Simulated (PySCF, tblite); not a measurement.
**1H-1,2,4-Triazole (C₂H₃N₃): infrared bands, NMR shifts and spin-spin couplings**

Wanted: the infrared bands, NMR shifts and spin-spin couplings of 1H-1,2,4-Triazole (C₂H₃N₃) (`c1nc[nH]n1`), by calculation.

Computed with tblite 0.8.0 and PySCF 2.14.0, with density-fitted response routines of our own, on a single molecule in the gas phase. Atoms are numbered from 0 throughout.

**1. Starting geometry**

8 atoms, charge 0, multiplicity 1; geometry from: GFN2-xTB.

Bonds of the start (Å): C0–N1 1.35, N1–C2 1.31, C2–N3 1.35, N3–N4 1.34, N4–C0 1.31, C0–H5 1.07, C2–H6 1.07, N3–H7 1.01.

**2. Harmonic vibrations with GFN2-xTB**

The job: settings as JSON, then the geometry in Å.

```
{"job": {"kind": "ir", "xc": "GFN2-xTB", "basis": "xTB"}, "charge": 0, "multiplicity": 1}
C      1.233518    -0.059813    -0.128941
N      0.436714    -1.147365    -0.070947
C     -0.762505    -0.641785     0.060690
N     -0.689728     0.703110     0.081330
N      0.588775     1.077657    -0.040160
H      2.296279    -0.118737    -0.237152
H     -1.674503    -1.196307     0.141350
H     -1.419493     1.392652     0.169266
```

**Question.** This job is followed by: GIAO PBE0/pcSseg-1 NMR shielding, non-relativistic, gas phase; B3LYP/pcJ-1 indirect spin-spin coupling, non-relativistic, gas phase. What will the session give for the following? strongest single infrared mode (GFN2-xTB); zero-point energy (GFN2-xTB); 13C shifts against TMS (PBE0/pcSseg-1); 1H shifts against TMS (PBE0/pcSseg-1); 15N shifts against NH3 (PBE0/pcSseg-1); largest coupling of the table (B3LYP/pcJ-1).

**Answer**, as computed:

| quantity | value |
| --- | --- |
| strongest single infrared mode (GFN2-xTB) | 1514 cm⁻¹, 105 km/mol |
| zero-point energy (GFN2-xTB) | 36.3 kcal/mol |
| 13C shifts against TMS (PBE0/pcSseg-1) | 155.6, 145.5 ppm |
| 1H shifts against TMS (PBE0/pcSseg-1) | 10.12, 8.08, 8.05 ppm |
| 15N shifts against NH3 (PBE0/pcSseg-1) | 329.3, 290.8, 225.5 ppm |
| largest coupling of the table (B3LYP/pcJ-1) | 1J(C,H) C0–H5, 219.6 Hz |

**Reading.** All 18 modes are real, so the xTB geometry is a minimum. The strongest single mode, at 1514 cm⁻¹, is spread over several atoms, C0, C2, N1, N4 among them. Unscaled tight-binding wavenumbers are off by several per cent, some by more. Its intensities can rank the bands wrongly. At PBE0/pcSseg-1: Shielding is most anisotropic at N4 (span 482 ppm, paramagnetic term -385 ppm). NICS(1)zz of -35 ppm above the planar ring from C0 marks a diatropic (aromatic) ring current. In the run at B3LYP/pcJ-1, the largest coupling of the table is C0–H5, 219.6 Hz, of which the Fermi-contact term gives 218.4 Hz.
